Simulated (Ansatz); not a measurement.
## Scan of BH, triplet

Starting geometry (PBE0/def2-TZVP stationary point for this spin):

```xyz
2

B     0.0000    0.0000    0.0000
H     0.0000    0.0000    1.1940
```

From there H2 moves along the line of the two atoms named below, all else staying in place; atoms are numbered as listed. Energies are in kJ/mol, counted from the starting geometry at the same level.

Basis cc-pVQZ; Ansatz 0.2.0. Correlated methods freeze the noble-gas cores. Prefix R: restricted or restricted open-shell reference.

Full CI is exact within this basis and frozen core; it isn't the basis-set limit.

```
distance B1-H2 (Å)   RMP2
             0.938  112.9
             1.061   21.8
             1.194    0.0
             1.327   20.1
             1.474   65.3
             1.633  123.4
             1.938  212.6
             2.219  232.5
             2.674  238.2
             3.215  239.4
             4.044  240.0
```

Task: Estimate the full CI curve in cc-pVQZ from this one, knowing how RMP2 errs.

Result: The computed full CI values, in kJ/mol from the starting point, and the error of RMP2 against them:
```
distance B1-H2 (Å)  full CI  RMP2 less full CI
             0.938    117.6               -4.7
             1.061     24.7               -2.9
             1.194      0.0                0.0
             1.327     16.0                4.1
             1.474     54.9               10.4
             1.633    103.5               19.9
             1.938    177.6               35.0
             2.219    209.0               23.5
             2.674    221.6               16.6
             3.215    224.0               15.5
             4.044    224.8               15.2
```

The error spans 39.7 kJ/mol and is largest, 35.0 kJ/mol, at 1.938 Å.
